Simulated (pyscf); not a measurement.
Single points on ωB97X-D3(BJ)/def2-SVP structures (PySCF, gas phase).

SMILES: [F][Mo]([SH])([F])([F])([F])[F]
```xyz
8

F      1.3416     1.6372    -1.7875
Mo     0.2919     1.1650    -0.3706
F      0.3821     2.9568     0.0502
F     -0.9833     0.7859    -1.6110
F      1.6592     0.9799     0.8388
F     -1.0674     1.1449     0.8483
S      0.5990    -1.1339    -0.5057
H      1.5930    -1.2585     0.3939
```
Charge 0, spin multiplicity 1.

### Question
List the bond dissociation enthalpies at 298 K of `[F][Mo]([F])([F])([F])([F])[SH]` from ωB97M-D3(BJ)/def2-TZVP, from the weakest bond up.

### Answer
Mo–S to [F–Mo(F)(F)(F)–F]• + SH•: 1.02 eV; F–Mo to F• + [F–Mo(F)(F)(F)–SH]•: 2.72 eV; H–S to [F–Mo(F)(F)(F)(F)–S]• + H•: 3.76 eV. Ring and multiple bonds, and those that leave no two simple radicals, are not listed. The radicals are drawn with the spin at the cut bond; how far it spreads was not checked. Other isomers of [F–Mo(F)(F)(F)–SH]•, [F–Mo(F)(F)(F)(F)–S]• were not searched in full and may lie lower. Left out: the spin-orbit lowering of F, SH. Open-shell species with a d-block atom are single-reference here; other states, and whether the spin sits on metal or ligand, were not checked. Elements past Kr carry the def2 core potentials, without spin-orbit coupling.
